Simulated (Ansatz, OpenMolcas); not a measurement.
How basis sets differ on SiH (SMILES [SiH])

SiH: 2 atoms, total charge 0, spin state doublet. As SMILES, `[SiH]`. The shape is that of a PBE0-D4/def2-TZVP optimisation.

```xyz
2

Si    0.0000    0.0000   -0.0076
H     0.0000    0.0000    1.5241
```

Quantity: the energy change with the Si1–H2 bond stretched from 1.532 to 3.033 Å, in eV. The values are calculated.

```
       level                kind     program  value (eV)  CPU time (all runs)
   FCI/3-21G  exact in the basis      Ansatz        2.12                  1 s
 FCI/cc-pVDZ  exact in the basis  OpenMolcas        2.59                9.4 s
  FCI/6-311G  exact in the basis  OpenMolcas        2.08                 12 s
FCI/6-311G**  exact in the basis      Ansatz        2.67                6.7 s
```

The first shape isn't each level's own minimum. The values span 2.08 to 2.67 eV. High-level rows in very small sets aren't better than simpler rows in larger ones. CPU times are rough (shared hosts, several kinds of processor): they show what a rung costs within a factor of a few.
